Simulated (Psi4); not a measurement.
**One shape, several levels: CF2 (SMILES F[C]F)**

Wanted: a comparison of 6 runs (BHLYP/def2-TZVPP, DSD-PBEP86/def2-TZVPP, M06-2X/def2-TZVPP, M06-L/def2-TZVPP, wB97M-V/def2-TZVPP, MP3/def2-TZVPP) of CF2. 

Program for the calculation: Psi4 1.11.

## 1. Starting point

CF2 has 3 atoms, charge 0, and is taken as a singlet. As SMILES, `F[C]F`. The C2–F3 distance was set to 1.944 Å, away from the relaxed value. At this shape a bond of the SMILES string is far longer than usual.

Bond lengths: F1–C2 1.296 Å. A long bond or contact: C2–F3 1.944 Å.

## 2. Energy and forces at BHLYP/def2-TZVPP (run 1)

job.py reads:

```python
import psi4

psi4.set_memory('2200 MB')
psi4.set_num_threads(1)
psi4.core.set_output_file('output.dat', False)

mol = psi4.geometry("""
0 1
F
C 1 1.295998
F 2 1.944 1 104.73482
symmetry c1
no_reorient
no_com
""")

psi4.set_options({
    'basis': 'def2-TZVPP',
    'reference': 'rks',
    'puream': True,
    'e_convergence': 1e-09,
    'd_convergence': 1e-08,
    'scf_type': 'pk',
    'dft_radial_points': 99,
    'dft_spherical_points': 590,
})

E, wfn = psi4.gradient("bhhlyp", return_wfn=True)
psi4.oeprop(wfn, "LOWDIN_CHARGES", "DIPOLE", "MAYER_INDICES")
print('gradient / Eh bohr^-1')
print(E.np.round(6))
print(f'energy = {wfn.energy():.10f} Eh')
for k, v in sorted(psi4.core.scalar_variables().items()):
    print(f'{k:45s} {v:18.10f}')
```

On the command line:

```console
$ python job.py
```

output.dat:

```text
[...]
  Running in c1 symmetry.
[...]
  Nuclear repulsion =   53.258364586071615
[...]
  Multiplicity = 1
[...]
  Nalpha       = 12
  Nbeta        = 12
[...]
    Number of basis functions: 93
[...]
   @RKS iter   1:  -237.45999485363615   -7.34716e-01   6.24074e-03 DIIS/ADIIS
[...]
   @RKS iter  13:  -237.60178858563819   -1.64846e-12   2.23552e-09 DIIS
[...]
    Orbital Energies [Eh]
    ---------------------
    Doubly Occupied:
       1A    -25.485920     2A    -25.243527     3A    -10.901450
       4A     -1.552189     5A     -1.228584     6A     -0.863901
       7A     -0.700017     8A     -0.695439     9A     -0.579675
      10A     -0.438273    11A     -0.437185    12A     -0.413992
[...]
  @RKS Final Energy:  -237.60178858563819
   => Energetics <=
    Nuclear Repulsion Energy =             53.2583645860716146
    One-Electron Energy =                -434.9443278826546475
    Two-Electron Energy =                 157.5520263661749709
    DFT Exchange-Correlation Energy =     -13.4678516552301115
    Empirical Dispersion Energy =           0.0000000000000000
    VV10 Nonlocal Energy =                  0.0000000000000000
    Total Energy =                       -237.6017885856381895
[...]
  -Total Gradient:
     Atom            X                  Y                   Z
    ------   -----------------  -----------------  -----------------
       1       -0.010973858135     0.086729607541    -0.000000000000
       2       -0.076116312217    -0.056263147328    -0.000000000000
       3        0.087088849485    -0.030454128475    -0.000000000000
[...]
 Multipole Moments:
 ------------------------------------------------------------------------------------
     Multipole            Electronic (a.u.)      Nuclear  (a.u.)        Total (a.u.)
 ------------------------------------------------------------------------------------
 L = 1.  Multiply by 2.5417464519 to convert [e a0] to [Debye]
 Dipole X            :         -0.9178074           -0.4256841           -1.3434915
 Dipole Y            :          0.8947611           -0.1814865            0.7132746
 Dipole Z            :         -0.0000000            0.0000000           -0.0000000
 Magnitude           :                                                    1.5210951
[...]
```

The script printed:

```text
gradient / Eh bohr^-1
[[-0.010974  0.08673  -0.      ]
 [-0.076116 -0.056263 -0.      ]
 [ 0.087089 -0.030454 -0.      ]]
energy = -237.6017885856 Eh
CURRENT ENERGY                                   -237.6017885856
CURRENT REFERENCE ENERGY                         -237.6017885856
DD SOLVATION ENERGY                                 0.0000000000
DFT FUNCTIONAL TOTAL ENERGY                      -237.6017885856
DFT TOTAL ENERGY                                 -237.6017885856
DFT VV10 ENERGY                                     0.0000000000
DFT XC ENERGY                                     -13.4678516552
GRID ELECTRONS ALPHA                               12.0000002666
GRID ELECTRONS BETA                                12.0000002666
GRID ELECTRONS TOTAL                               24.0000005331
NUCLEAR REPULSION ENERGY                           53.2583645861
ONE-ELECTRON ENERGY                              -434.9443278827
PCM POLARIZATION ENERGY                             0.0000000000
PE ENERGY                                           0.0000000000
SCF ITERATION ENERGY                             -237.6017885856
SCF ITERATIONS                                     13.0000000000
SCF TOTAL ENERGY                                 -237.6017885856
TWO-ELECTRON ENERGY                               157.5520263662
XC GRID RADIAL POINTS                              99.0000000000
XC GRID SPHERICAL POINTS                          590.0000000000
XC GRID TOTAL POINTS                           170707.0000000000
```

It took 25 s on 1 thread of Intel Xeon at 2.50GHz (Skylake/Cascade Lake), shared host; peak memory 0.72 GiB.

## 3. A single-point energy at DSD-PBEP86/def2-TZVPP (density fitting for correlation) (run 2)

calc.inp reads:

```
memory 2200 mb

molecule molecule1 {
  0 1
  F      0.856799     1.138595     0.597549
  C      0.922829    -0.151335     0.491099
  F     -0.698640    -0.652890    -0.456750
  units angstrom
  symmetry c1
}

set {
  basis                def2-TZVPP
  puream               true
  e_convergence        1e-09
  d_convergence        1e-08
  scf_type             pk
  dft_radial_points    99
  dft_spherical_points 590
  num_frozen_docc      3
}

energy("dsd-pbep86")
print_variables()
```

On the command line:

```console
$ psi4 calc.inp calc.out -n 1
```

calc.out:

```text
[...]
  Running in c1 symmetry.
[...]
  Nuclear repulsion =   53.258360607382471
[...]
  Multiplicity = 1
[...]
  Nalpha       = 12
  Nbeta        = 12
[...]
    Number of basis functions: 93
[...]
   @RKS iter   1:  -236.90328776770679   -8.85218e-01   5.97251e-03 DIIS/ADIIS
[...]
   @RKS iter  13:  -237.03965401076755   -5.71276e-12   5.94830e-09 DIIS
[...]
    Orbital Energies [Eh]
    ---------------------
    Doubly Occupied:
       1A    -25.915484     2A    -25.662169     3A    -11.190034
       4A     -1.661626     5A     -1.325334     6A     -0.927930
       7A     -0.759636     8A     -0.751121     9A     -0.627691
      10A     -0.486705    11A     -0.485159    12A     -0.447591
[...]
  @RKS Final Energy:  -237.03965401076755
   => Energetics <=
    Nuclear Repulsion Energy =             53.2583606073824711
    One-Electron Energy =                -434.8272746180965669
    Two-Electron Energy =                 151.9306014623877275
    DFT Exchange-Correlation Energy =      -7.4013414624411960
    Empirical Dispersion Energy =           0.0000000000000000
    VV10 Nonlocal Energy =                  0.0000000000000000
    Total Energy =                       -237.0396540107675492
[...]
 Multipole Moments:
 ------------------------------------------------------------------------------------
     Multipole            Electronic (a.u.)      Nuclear  (a.u.)        Total (a.u.)
 ------------------------------------------------------------------------------------
 L = 1.  Multiply by 2.5417464519 to convert [e a0] to [Debye]
 Dipole X            :          1.0146579            0.4265926            1.4412504
 Dipole Y            :          0.9097295           -0.1793409            0.7303886
 Dipole Z            :          0.0000000            0.0000000            0.0000000
 Magnitude           :                                                    1.6157569
[...]
```

Run time: 15 s. Hardware: 1 thread of Intel Xeon at 2.50GHz (Skylake/Cascade Lake), shared host; peak memory 0.72 GiB.

Runs 3 to 5 aren't shown in full; the table further down has their settings and results.

## 4. The energy at MP3/def2-TZVPP (run 6)

input.dat reads:

```
memory 2.2 GB

molecule {
  0 1
  F      0.856799     1.138595     0.597549
  C      0.922829    -0.151335     0.491099
  F     -0.698640    -0.652890    -0.456750
  units angstrom
  symmetry c1
  no_reorient
  no_com
}

set globals {
  reference       rhf
  puream          true
  e_convergence   1e-09
  d_convergence   1e-08
  scf_type        pk
  num_frozen_docc 3
  mp_type         conv
}

e, wfn = energy("mp3/def2-TZVPP", return_wfn=True)
print_variables()
```

On the command line:

```console
$ psi4 -i input.dat -o output.dat -n 1
```

output.dat:

```text
[...]
  Running in c1 symmetry.
[...]
  Nuclear repulsion =   53.258360607382471
[...]
  Multiplicity = 1
[...]
  Nalpha       = 12
  Nbeta        = 12
[...]
    Number of basis functions: 93
[...]
   @RHF iter   1:  -236.50703413358528   -1.07445e+00   5.96887e-03 DIIS/ADIIS
[...]
   @RHF iter  14:  -236.64593752637381   -3.01270e-12   2.92957e-09 DIIS
[...]
    Orbital Energies [Eh]
    ---------------------
    Doubly Occupied:
       1A    -26.482911     2A    -26.214026     3A    -11.581044
       4A     -1.800365     5A     -1.447367     6A     -1.009645
       7A     -0.839536     8A     -0.826736     9A     -0.691753
      10A     -0.551901    11A     -0.549813    12A     -0.495395
[...]
  @RHF Final Energy:  -236.64593752637381
   => Energetics <=
    Nuclear Repulsion Energy =             53.2583606073824711
    One-Electron Energy =                -434.8276130328403042
    Two-Electron Energy =                 144.9233148990840050
    Total Energy =                       -236.6459375263738139
[...]
 Multipole Moments:
 ------------------------------------------------------------------------------------
     Multipole            Electronic (a.u.)      Nuclear  (a.u.)        Total (a.u.)
 ------------------------------------------------------------------------------------
 L = 1.  Multiply by 2.5417464519 to convert [e a0] to [Debye]
 Dipole X            :        -11.8051430           13.1532592            1.3481162
 Dipole Y            :         -5.8115250            6.5447546            0.7332296
 Dipole Z            :         -7.1398376            7.9628996            0.8230620
 Magnitude           :                                                    1.7414000
[...]
	SCS-MP2 Total Energy (a.u.)        :  -237.28649759642440
	SOS-MP2 Total Energy (a.u.)        :  -237.27912068524282
[...]
	SOS-PI-MP2 Total Energy (a.u.)     :  -237.32782708207890
[...]
	MP2 Total Energy (a.u.)            :  -237.30125141878753
[...]
	SCS-MP3 Total Energy (a.u.)        :  -237.28318634848151
[...]
	MP3 Total Energy (a.u.)            :  -237.28800642701597
[...]
```

Wall time 20 s (1 thread of Intel Xeon at 2.50GHz (Skylake/Cascade Lake), shared host); peak memory 0.84 GiB.

## 5. Overview of the runs

```csv
run,level,task,frozen core orbitals,energy (Eh),dipole moment (D),HOMO energy (eV),LUMO energy (eV),wall time
1,BHLYP/def2-TZVPP,gradient,0,-237.601789,3.87,-11.27,-3.37,25 s
2,DSD-PBEP86/def2-TZVPP (density fitting for correlation),energy,3,-237.388241,–,-12.18,-1.97,15 s
3,M06-2X/def2-TZVPP,energy,0,-237.619952,3.84,-11.32,-3.49,25 s
4,M06-L/def2-TZVPP,energy,0,-237.681402,3.44,-8.15,-5.28,24 s
5,wB97M-V/def2-TZVPP,energy,0,-237.657713,3.71,-12.05,-2.07,68 s
6,MP3/def2-TZVPP,energy,3,-237.288006,–,-13.48,-0.28,20 s
```

## 6. Results

| quantity | value |
| --- | --- |
| run 6: total energy | -237.28801 Eh |
| run 6: HOMO energy (Hartree–Fock orbitals) | -13.48 eV |
| run 6: LUMO energy (Hartree–Fock orbitals) | -0.28 eV |
| run 6: HOMO–LUMO gap (Hartree–Fock orbitals) | 13.20 eV |
| run 6: correlation energy (3 core orbitals frozen) | -642.1 mEh |

Over runs 1, 3, 4, 5 the dipole moment (its size) runs from 3.44 D (M06-L/def2-TZVPP) to 3.87 D (BHLYP/def2-TZVPP). Over runs 1, 2, 3, 4, 5 the HOMO–LUMO gap runs from 2.88 eV (M06-L/def2-TZVPP) to 10.21 eV (DSD-PBEP86/def2-TZVPP). A double hybrid's value is that of its SCF part. Totals of different functionals can't be ranked against each other. All runs together took 2.9 min, the longest 68 s.
